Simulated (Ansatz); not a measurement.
# How far each method lies from UCCSDT(Q) for Al2HF (H-bridged), triplet

Geometry: that of the Al2HF (H-bridged), singlet, kept fixed.

```xyz
4

Al    0.0000    0.0860    2.0516
Al    0.0000   -0.3405   -0.5851
F     0.0000    0.2971   -2.1172
H     0.0000    1.2129    0.6486
```

Basis cc-pVDZ; Ansatz 0.2.0. Correlated methods freeze the noble-gas cores, which leaves 14 electrons in 44 orbitals. R marks a restricted (for open shells ROHF) determinant, U an unrestricted one. Active spaces: frontier = (10e, 10o) about the gap.

Full CI isn't at hand for all of this; UCCSDT(Q) serves as the reference, and is uncertain by about the last step of the cluster series. The frozen core follows each run's orbitals, which can shift R against U totals by a few meV.

For open shells CISD is restricted-active-space CI with the open shells as a complete middle space.

The UHF ⟨S²⟩ is 2.055, the T1 diagnostic (RCCSD) is 0.0334 and the largest doubles amplitude (RCCSD) is 0.067. The T1 diagnostic (UCCSD) is 0.0318.

| level | E − E(UCCSDT(Q)) (kcal/mol) | share of correlation (%) | wall time |
| --- | --- | --- | --- |
| RHF | 202.94 | 0.00 | – |
| UHF | 201.62 | 0.65 | – |
| RMP2 | 23.86 | 88.24 | – |
| UMP2 | 24.19 | 88.08 | – |
| CISD | 26.13 | 87.13 | 24 s |
| RCCSD | 6.52 | 96.79 | – |
| UCCSD | 6.48 | 96.81 | – |
| RCCSD(T) | 1.71 | 99.16 | 70 s |
| UCCSD(T) | 1.68 | 99.17 | 66 s |
| BCCD(T) | 1.55 | 99.24 | 49 s |
| RCCSDT | 0.54 | 99.73 | – |
| UCCSDT | 0.54 | 99.74 | – |
| RCCSDT(Q) | 0.09 | 99.96 | 4.7 min |

The correlation energy at UCCSDT(Q), counted from RHF, is -8.800 eV. That run took 4.8 min on 1 thread of AMD EPYC, shared host.

Run but not shown, since their state or frozen core can't be matched to the reference's or they repeat it: CASSCF (frontier space), NEVPT2 (frontier space).

Times hold each run's SCF and search for its determinant on a shared host, so for small cases they say little of a method's own cost; they ran on 1 thread of AMD EPYC.
